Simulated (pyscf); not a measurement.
Thermochemistry of product channels of H₃C–Al (SMILES [CH3][Al]) [singlet] + NH₃ (SMILES N) on the singlet surface, in kcal/mol, from ωB97M-D3(BJ)/def2-TZVP energies (ideal gas, 1 atm, RRHO with modes under 100 cm⁻¹ raised to 100, one conformer, R ln 2 for rigid chiral ones). PySCF, gas phase, ωB97X-D3(BJ)/def2-SVP geometries.

```json
[
 {"products": "H₃C–AlH–NH₂ (SMILES [CH3][AlH][NH2])", "ΔE": "(withheld)", "ΔH(298 K)": "-48.5", "ΔG(600 K)": "-30.3", "ΔG(900 K)": "-21.9"},
 {"products": "H₂N–Al (SMILES [NH2][Al]) [singlet] + CH₄ (SMILES C)", "ΔE": "-29.1", "ΔH(298 K)": "-28.9", "ΔG(600 K)": "-27.6", "ΔG(900 K)": "-26.8"},
 {"products": "H₃C–Al=NH (SMILES [CH3][Al]=[NH]) + H₂ (SMILES [H][H])", "ΔE": "(withheld)", "ΔH(298 K)": "+15.5", "ΔG(600 K)": "+18.5", "ΔG(900 K)": "+19.0"}
]
```

Fill in the missing entries.


- H₃C–AlH–NH₂ (SMILES [CH3][AlH][NH2]), ΔE: -47.7
- H₃C–Al=NH (SMILES [CH3][Al]=[NH]) + H₂ (SMILES [H][H]), ΔE: +20.2

These are energies of the channels, which say nothing of barriers.
